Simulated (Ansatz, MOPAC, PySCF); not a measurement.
System: CH$_{2}$F, net charge 0, doublet state. SMILES: [CH2]F
Structure (B3LYP-D3(BJ)/def2-TZVP (Ansatz, a quantum-chemistry and plane-wave program) minimum search):
```
C
F 1 1.3401
H 1 1.0804 2 114.92
H 1 1.0804 3 124.90 2 152.91
```
Charge 0, spin multiplicity 2.

Wanted: enthalpy of formation at 298 K, in kcal/mol. Terms: non-relativistic; spin-orbit terms left out; 6-31G* and kin with 6d, 5d where marked; valence correlation only; UHF or UKS for open shells; 6-311+G** with 5d; dispersion terms only where a functional's name holds one. Basis-set limits of correlation are two-point, X^-3; Hartree-Fock from the larger set. Ab initio and DFT rows: single points at B3LYP-D3(BJ) geometries (Ansatz), with unscaled harmonic terms from B3LYP/6-31G* at its own minima, enthalpies of formation by atomisation with measured atoms. Semi-empirical rows: MOPAC heats of formation at their own minima for 298 K.

Coupled cluster (Ansatz) is a level with limits of its own, used here on species with T1 under 0.025 (0.045 for open shells) and stable references: CCSD(T)/CBS(cc-pVTZ,cc-pVQZ).

Value to compare with, CCSD(T)/CBS(cc-pVTZ,cc-pVQZ) (Ansatz): -6.6 kcal/mol.

```csv
level,program,enthalpy of formation at 298 K (kcal/mol),difference
PM3,MOPAC,-21.6,-15.0
MNDO,MOPAC,-34.4,-27.8
SVWN5/6-31G*,Ansatz,-61.2,-54.6
PBE/def2-SVP,Ansatz,-21.1,-14.5
BP86/def2-SVP,PySCF,-23.6,-17.0
B3LYP/6-31G*,Ansatz,-8.4,-1.8
B3LYP/6-311+G**,Ansatz,-5.6,1.0
M06-2X/6-311+G**,PySCF,-4.1,2.5
MP2/6-31G*,Ansatz,16.5,23.1
B3PW91/6-31G* (5d),PySCF,-9.0,-2.4
r2SCAN-D4/def2-TZVPD,Ansatz + dftd4,-11.9,-5.3
B3LYP-D3(BJ)/def2-TZVPD,Ansatz + dftd3,-9.8,-3.2
PBE0/def2-TZVPD,Ansatz,-9.6,-3.0
```

Among the 10 habitual levels, SVWN5/6-31G* lies farthest from CCSD(T)/CBS(cc-pVTZ,cc-pVQZ) (Ansatz) (-54.6 kcal/mol) and B3LYP/6-311+G** nearest (1.0); 3 of 10 lie above it, and their mean absolute difference is 16.0 kcal/mol, the median 14.8. One case shows no general order.

The levels are drawn from those run, B3LYP/6-31G* more often than the rest, none by its result; runs whose electronic state is in doubt are left out.
